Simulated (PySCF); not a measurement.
(CH3)2CHCH2F, C4H9F.
InChI=1S/C4H9F/c1-4(2)3-5/h4H,3H2,1-2H3

A linear-response calculation (PySCF, def2-SVPD basis, gas phase, vertical, core orbitals frozen in the response) gave these numbers; the functional is withheld.

Orbital energies (eV): HOMO-3 -11.84, HOMO-2 -11.44, HOMO-1 -11.20, HOMO -11.05, LUMO 2.32, LUMO+1 3.09, LUMO+2 3.22.

```json
{"state": "S1", "E (eV)": "9.12", "f": "0.049", "main configurations (H = HOMO, L = LUMO)": "H→L (92%)"}
{"state": "S2", "E (eV)": "9.22", "f": "0.065", "main configurations (H = HOMO, L = LUMO)": "H-1→L (87%)"}
{"state": "S3", "E (eV)": "9.46", "f": "0.0077", "main configurations (H = HOMO, L = LUMO)": "H-2→L (90%)"}
{"state": "S4", "E (eV)": "9.75", "f": "0.024", "main configurations (H = HOMO, L = LUMO)": "H-3→L (72%), H-1→L+3 (17%)"}
{"state": "S5", "E (eV)": "9.79", "f": "0.026", "main configurations (H = HOMO, L = LUMO)": "H→L+1 (63%), H→L+3 (19%), H→L+4 (10%)"}
{"state": "S6", "E (eV)": "9.87", "f": "0.0002", "main configurations (H = HOMO, L = LUMO)": "H-1→L+1 (64%), H-1→L+4 (11%), H-1→L+3 (10%)"}
```

Triplets (Tamm–Dancoff): T1 8.91 eV, H→L (87%); T2 9.04 eV, H-1→L (82%); T3 9.25 eV, H-2→L (84%); T4 9.52 eV, H-3→L (34%), H-1→L+3 (22%), H-1→L+1 (13%).

Vertical ionisation energy by ΔSCF with the same functional: 11.43 eV. Mean static polarisability: 51.9 au.

Question: Name the functional.
A. HF
B. PBE
C. wB97X-D
D. PBE0

Answer: C. wB97X-D is range-separated, 22% exact exchange at short range and 100% at long range (ω = 0.2 bohr⁻¹). In this run −ε(HOMO) = 11.05 eV differs from the ΔSCF value by -0.38 eV, and S1 differs from the orbital gap of 13.37 eV by -4.25 eV. The ratio −ε(HOMO)/IP is 0.97. Small neutral molecules mostly give 0.89 to 0.99 with wB97X-D, 0.5 to 0.7 with PBE, 0.7 to 0.83 with PBE0; Hartree–Fock can't fall below 1, since the ion's relaxation only lowers the ΔSCF value. The other options: PBE, a GGA without exact exchange; HF, time-dependent Hartree–Fock, 100% exact exchange; PBE0, a global hybrid with 25% exact exchange.

Level of theory: TDDFT wB97X-D/def2-SVPD, vertical, gas phase, core orbitals frozen in the response (PySCF). One conformer (not necessarily the lowest) at the PBE0-D3(BJ)/def2-SVP geometry, without solvent, vibrations or thermal averaging.

Time: 1.7 min of wall time; peak memory 0.87 GiB. Hardware: Arm Neoverse V1, one thread, no GPU (shared host).

Shape of the structure used: `[CH3:1][CH:2]([CH3:3])[CH2:4][F:5]`: C1–C2–C4–F5 -63°.
